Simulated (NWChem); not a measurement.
System meant: Na2; SMILES [Na][Na]

Input file for NWChem:

```
start job
memory heap 200 mb stack 900 mb global 1100 mb
geometry units angstroms noautoz
  Na     0.000000     0.000000    -1.562476
  Na     0.000000     0.000000     1.562476
end
basis spherical
  * library def2-svp
end
dft
  odft
  mult 2
  xc pbe0
  iterations 150
  mulliken
end
task dft energy
```

End of the output:

```
 Summary of "ao basis" -> "" (spherical)
 ------------------------------------------------------------------------------
       Tag                 Description            Shells   Functions and Types
 ---------------- ------------------------------  ------  ---------------------
 *                          def2-svp                  on all atoms

                                 NWChem DFT Module
                                 -----------------

 Summary of "ao basis" -> "ao basis" (spherical)
 ------------------------------------------------------------------------------
       Tag                 Description            Shells   Functions and Types
 ---------------- ------------------------------  ------  ---------------------
 Na                         def2-svp                 7       15   4s2p1d

 Summary of "ao basis" -> "ao basis" (spherical)
 ------------------------------------------------------------------------------
       Tag                 Description            Shells   Functions and Types
 ---------------- ------------------------------  ------  ---------------------
 Na                         def2-svp                 7       15   4s2p1d

      Symmetry analysis of basis
      --------------------------

        a1g         7
        a1u         0
        a2g         0
        a2u         7
        b1g         1
        b1u         1
        b2g         1
        b2u         1
        eg          6
        eu          6

  number of electrons :                   22
  multiplicity        :                    2
 ------------------------------------------------------------------------
  no. of electrons and multiplicity not compatible                  22
 ------------------------------------------------------------------------
 ------------------------------------------------------------------------
  current input line :
    17: task dft energy
 ------------------------------------------------------------------------
 ------------------------------------------------------------------------
 There is an error in the input file
 ------------------------------------------------------------------------
 For more information see the NWChem manual at https://nwchemgit.github.io

0: no. of electrons and multiplicity not compatible:Received an Error in Communication
```

### Question
What is wrong, and how is it mended?

### Answer
The program refused the input. Cause: the multiplicity doesn't fit the number of electrons (an even count wants an odd multiplicity, and the reverse). This input runs:
```
start job
memory heap 200 mb stack 900 mb global 1100 mb
geometry units angstroms noautoz
  Na     0.000000     0.000000    -1.562476
  Na     0.000000     0.000000     1.562476
end
basis spherical
  Na library def2-svp
end
dft
  xc pbe0
  iterations 150
  mulliken
end
task dft energy
```
It converges to -324.25664 Ha (PBE0/def2-SVP).
